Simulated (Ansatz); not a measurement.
hydrogen isocyanide (SMILES [C-]#[NH+]) moved off its minimum; all values from Ansatz (a program for electronic structure), cores frozen in correlated methods.
(charge 0, multiplicity 1)
```xyz
3

C      0.03739    -0.03369    -0.69631
N      0.10686     0.00533     0.43511
H      0.04367     0.01379     1.42303
```

```
level                largest force (eV/Å)  on atom  rms difference from CCSD(T)/aug-cc-pVTZ (eV/Å)  dipole (D)
-------------------  --------------------  -------  ----------------------------------------------  ----------
HF/def2-TZVPP                        1.94       N2                                           1.502        3.03
PBE/def2-TZVPP                       4.94       C1                                           0.187        3.22
r2SCAN/def2-TZVPP                    4.03       C1                                           0.462        3.23
B3LYP/def2-TZVPP                     3.71       C1                                           0.607        3.17
wB97M-V/def2-TZVPP                   3.64       C1                                           0.630        3.16
MP2/aug-cc-pVTZ                      5.03       C1                                           0.021        3.36
CCSD(T)/aug-cc-pVTZ                  5.01       C1                                           0.000        3.21
```

The differences count from one level among others, with limits of its own. Forces at CCSD(T)/aug-cc-pVTZ (eV/Å):

| atom | Fx | Fy | Fz |
|---|---|---|---|
| C1 | -0.217 | -0.154 | -5.000 |
| N2 | 0.136 | 0.130 | 4.659 |
| H3 | 0.081 | 0.024 | 0.341 |
